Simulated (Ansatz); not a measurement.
Born–Oppenheimer molecular dynamics of AlH$_{2}$O$_{2}$ (5 atoms, charge 0, multiplicity 2). It starts from a relaxed structure.

Level of theory: UHF/6-31G* (Ansatz).

```yaml
ensemble: NVE (velocity Verlet)
time_step: 0.5 fs
steps_asked: 166
starting_velocities_drawn_for: 1000 K
seed: 833389
```

First frame:

```xyz
5
Properties=species:S:1:pos:R:3
O -1.569 -0.322 -0.206
Al 0.009 -0.832 0.155
O 1.238 0.344 0.122
H -1.774 0.577 -0.420
H 2.145 0.160 0.308
```

Task: How far do the bonds stretch over the last three quarters of this one trajectory? (Pairs bonded in most of those frames.)

Result: 
| bond | mean (Å) | spread (Å) | shortest | longest |
| --- | --- | --- | --- | --- |
| O1–Al2 | 1.698 | 0.051 | 1.62 | 1.78 |
| O1–H4 | 0.950 | 0.023 | 0.92 | 0.98 |
| Al2–O3 | 1.703 | 0.048 | 1.63 | 1.78 |
| O3–H5 | 0.951 | 0.043 | 0.89 | 1.01 |

Mean temperature of the second half: 482 K. The conserved energy stayed within 1.2 meV per atom of its start (net change 0.89 meV per atom), so the integration is sound. The temperature averaged 0.48 of the 1000 K drawn at the start: a run that starts near a minimum puts about half its kinetic energy into the potential. A run of 0.083 ps of so small a system gives no equilibrium averages.

Time of the run: 2.6 min on 1 CPU thread of a shared host.
